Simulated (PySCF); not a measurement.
**A diatomic session: NaLi+**

One table from this session's results is given with a row withheld; the runs are named, their logs left out.

Computed with PySCF 2.14.0. Level: Na 3-21G, Li 3-21G, no relativity.

The first run:

The job is set up so:

| Quantity | Value |
| --- | --- |
| atoms | Na, Li |
| charge | 1 |
| basis | Na 3-21G, Li 3-21G |
| Hamiltonian | no relativity |
| basis functions | 22 |
| electrons treated | 13 |
| masses in u | 22.9898, 7.0160 |
| levels | PBE0, PBE, r²SCAN, M06-L, M06, B2PLYP, ωB97X, HF, MP2, SCS-MP2, CCSD, CCSD(T) |
| grid | 80 radial by 434 angular points |
| occupations | held fixed by the projection of orbital angular momentum |
| dissociation limit | Na+ + Li, each in its ground configuration |
| starting distance in angstrom | 2.960 |
| values of 2S to try | 1, 3 |

Command:

```sh
$ OMP_NUM_THREADS=1 python dia.py task.json out
```

Among the steps run: Set-up; First curve: PBE0; PBE; r²SCAN (meta-GGA); M06-L; M06; B2PLYP; ωB97X; UHF (mean field); Correlated methods on the Hartree–Fock reference.

One table of the session follows, with a row left open; its other results are not shown here.

Energy (eV) from each level's lowest point:

```
R (Å)    UHF  UHF-MP2  UHF-SCS-MP2  UHF-CCSD  UHF-CCSD(T)
2.919  0.132    0.132        0.132       n/a          n/a
3.055  0.066    0.065        0.065     0.065        0.065
3.190  0.024    0.024        0.024     0.024        0.024
3.292  0.007    0.007        0.007     0.007        0.007
3.394  0.000    0.000        0.000     0.000        0.000
3.496  0.001    0.001        0.001     0.001        0.001
3.632      ?        ?            ?         ?            ?
3.801  0.043    0.044        0.044     0.044        0.044
4.005  0.092    0.093        0.093     0.093        0.093
4.276  0.170    0.172        0.172       n/a          n/a
```

**Question.** Estimate the row for R (Å) = 3.632.

Worked estimate for «UHF». A straight line through the neighbours (3.496, 0.001) and (3.801, 0.043) gives 0.001 + (0.043 − 0.001) × (3.632 − 3.496) / (3.801 − 3.496) = 0.020; a parabola fitted to 4 rows on both sides gives 0.015.

As computed: UHF: 0.014; UHF-MP2: 0.014; UHF-SCS-MP2: 0.014; UHF-CCSD: 0.014; UHF-CCSD(T): 0.014. In «UHF» the line misses by +0.006 and the parabola by +0.001.

Caveats from the session: At some levels the lowest empty orbital lies below the highest filled one (the two can be of opposite spin).
